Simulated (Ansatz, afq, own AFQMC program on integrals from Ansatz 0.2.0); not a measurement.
Integrals from Ansatz 0.2.0, then the random walk in our own AFQMC program (afq).

```yaml
crystal:
  periodic: [false, false, false]
  atoms:
    - {symbol: B, position_ang: [-0.189410, 0.094275, 0.278048]}
    - {symbol: H, position_ang: [0.236900, 0.633353, -0.802891]}
    - {symbol: H, position_ang: [0.534969, 0.094219, 1.217618]}
    - {symbol: H, position_ang: [1.259711, -1.738747, -3.397018]}
basis:
  gaussian: {orbitals: 6-31G}
magnetization: {spin_polarized: true, initial_magnetization: 2}
correlation: {method: ccsd_t, electrons: outside_noble_gas, hamiltonian_folder: ham}
```

```sh
$ ansatz run in.yaml --threads 1 --pin off --events-out ev --progress --plain --max-ram 24576MiB --backend cuda --devices 0, --max-vram 18GiB
```

afq runs on the folder ham with

```
--method phaseless --trial cisd --walkers 4000 --populations 20 --least-time 60 --time-step 0.005 --steps-per-block 50 --equilibration-blocks 40 --max-blocks 4000 --target-error 0.00029 --factor-cut 1e-05 --start spin_pure --seed 3713 --release-times 0.24,0.51,0.99,1.62,2.4 --release-step 0.03 --release-every 3 --taylor-order 6
```

Times are imaginary, in 1/Eh. The walk had a cap of 122 s. With eight or more populations the least sampling time is a fifth of least-time, and the error comes from their spread.

```
orbitals 14  electrons 4 2  factors 75 of 223
reference energy -26.23236857 Eh
CCSD correlation -0.05424217 Eh in 10 cycles, weight of the determinant in the CISD state 0.9642
energy of the start -26.286604 Eh
 block  time / (1/Eh)  mean weight  energy / Eh
     1     0.250  1.0000  -26.286506
     2     0.500  0.9998  -26.286629
     3     0.750  1.0000  -26.286800
     4     1.000  1.0000  -26.286970
     5     1.250  0.9999  -26.287082
     8     2.000  1.0000  -26.287298
    11     2.750  1.0001  -26.287306
    17     4.250  1.0000  -26.287639
    23     5.750  0.9998  -26.287646
    29     7.250  1.0000  -26.287700
    35     8.750  0.9999  -26.287464
    41    10.250  0.9998  -26.287593
    47    11.750  1.0000  -26.287455
    51    12.750  1.0000  -26.287389
    53    13.250  1.0000  -26.287497
    59    14.750  1.0000  -26.287530
    65    16.250  1.0001  -26.287592
    71    17.750  1.0000  -26.287551
    77    19.250  0.9999  -26.287551
    83    20.750  0.9999  -26.287516
    89    22.250  1.0000  -26.287508
error from the spread of 20 populations
released: time / (1/Eh)  energy / Eh  error  mean overlap
  0.24  -26.287517  0.000015  0.9997
  0.51  -26.287533  0.000014  0.9998
  0.99  -26.287550  0.000011  1.0009
  1.62  -26.287538  0.000010  1.0034
  2.40  -26.287542  0.000010  1.0028
energy -26.287498 +/- 0.000015 Eh
(rows thinned)
```

(1) Estimate how long the walk took on 1 × NVIDIA H100 80GB HBM3 with 2 threads of AMD EPYC 7R13 Processor (Zen 3) (shared host) (the card was shared).

The run passed its tests (sampling time, drift between the halves within three errors, error under three times the target), which doesn't prove that it has relaxed.

Against this walk (error 0.4 meV) on the same determinant: CCSD(T) 6.7 meV higher, CCSDT(Q) 1.8 meV lower, CCSDTQ 1.8 meV lower, full CI 1.8 meV lower. The error is statistical and leaves out the bias of the constraint. Released to 2.40 1/Eh the energy lies 1.2 ± 0.5 meV (both errors) below the phaseless value, which shows part or all of the bias of the constraint, and full CI lies 0.6 meV below the released value.

Cautions: constraint bias not in the error; lower spins were not checked.

## Answers

(1) 24 s of wall time.

CCSDT and higher add their correlation energy to the determinant of the CCSD(T) run, since their own runs factorise the integrals more tightly (a shift of under 2 meV).
